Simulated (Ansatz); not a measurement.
A nudged elastic band was laid between two geometries of BFH3N (6 atoms, charge 0, multiplicity 1).

All numbers below come from Ansatz, RKS PBE0-D4/def2-SVP.

| Quantity | Value |
| --- | --- |
| movable images | 7 |
| climbing image | yes |
| spring | 5.0 eV/Å² |
| optimiser | quadratic models (default) |
| start path | through a guess of the saddle point |
| force threshold | 0.05 eV/Å |
| iteration limit | 60 |
| end points | relaxed |

First end point:

```xyz
6
Properties=species:S:1:pos:R:3
B 0.146 0.021 0.040
F 0.226 -0.453 1.288
H 1.141 0.463 -0.486
N -1.077 -0.004 -0.623
H -1.922 -0.369 -0.200
H -1.192 0.342 -1.565
```

Last end point:

```xyz
6
Properties=species:S:1:pos:R:3
B -0.391 0.007 -0.239
F 2.001 -0.081 1.397
H 1.226 -0.046 0.853
N -1.533 0.034 -0.986
H -2.422 -0.313 -0.636
H -1.559 0.400 -1.935
```

(1) What changes between the two ends?

(2) What energy profile does the band end with?

(3) What is the geometry of the highest image?

Answers

(1) Bonds broken: B1–F2, B1–H3. Bonds formed: F2–H3. BFH3N becomes BH2N + FH.

(2) The forces met the threshold. The highest image is number 3 of 0 to 8, 4.73 eV above the first end and 0.15 eV above the last; the last end lies 4.58 eV above the first. Neighbouring images differ by up to 2.5 eV, so the band resolves the path poorly. A vibrational analysis at the climbing image gives one clearly imaginary mode, 684i cm⁻¹: a first-order saddle point. The orbitals stay closed-shell, which can raise the energy where a bond breaks towards radicals; this wasn't checked here.

```json
{"image": "0", "path coordinate (Å)": "0.00", "energy (eV)": "0.00", "B1–F2 (Å)": "1.34", "B1–H3 (Å)": "1.21", "F2–H3 (Å)": "2.20"}
{"image": "1", "path coordinate (Å)": "0.52", "energy (eV)": "0.46", "B1–F2 (Å)": "1.35", "B1–H3 (Å)": "1.19", "F2–H3 (Å)": "1.97"}
{"image": "2", "path coordinate (Å)": "1.04", "energy (eV)": "3.00", "B1–F2 (Å)": "1.56", "B1–H3 (Å)": "1.21", "F2–H3 (Å)": "1.50"}
{"image": "3", "path coordinate (Å)": "1.57", "energy (eV)": "4.73", "B1–F2 (Å)": "1.97", "B1–H3 (Å)": "1.44", "F2–H3 (Å)": "1.08"}
{"image": "4", "path coordinate (Å)": "2.04", "energy (eV)": "4.62", "B1–F2 (Å)": "2.43", "B1–H3 (Å)": "1.78", "F2–H3 (Å)": "0.96"}
{"image": "5", "path coordinate (Å)": "2.51", "energy (eV)": "4.60", "B1–F2 (Å)": "2.61", "B1–H3 (Å)": "1.85", "F2–H3 (Å)": "0.96"}
{"image": "6", "path coordinate (Å)": "2.99", "energy (eV)": "4.60", "B1–F2 (Å)": "2.75", "B1–H3 (Å)": "1.89", "F2–H3 (Å)": "0.95"}
{"image": "7", "path coordinate (Å)": "3.46", "energy (eV)": "4.59", "B1–F2 (Å)": "2.85", "B1–H3 (Å)": "1.93", "F2–H3 (Å)": "0.95"}
{"image": "8", "path coordinate (Å)": "3.93", "energy (eV)": "4.58", "B1–F2 (Å)": "2.90", "B1–H3 (Å)": "1.95", "F2–H3 (Å)": "0.95"}
```

(3) 
```xyz
6
Properties=species:S:1:pos:R:3
B 0.159 0.320 -0.614
F 0.568 -0.383 1.185
H 1.146 0.117 0.418
N -1.168 0.053 -0.798
H -1.727 -0.415 -0.090
H -1.657 0.308 -1.648
```

The run took 2.8 min on 1 thread of Arm Neoverse V1 (shared host), peak memory 0.11 GiB.
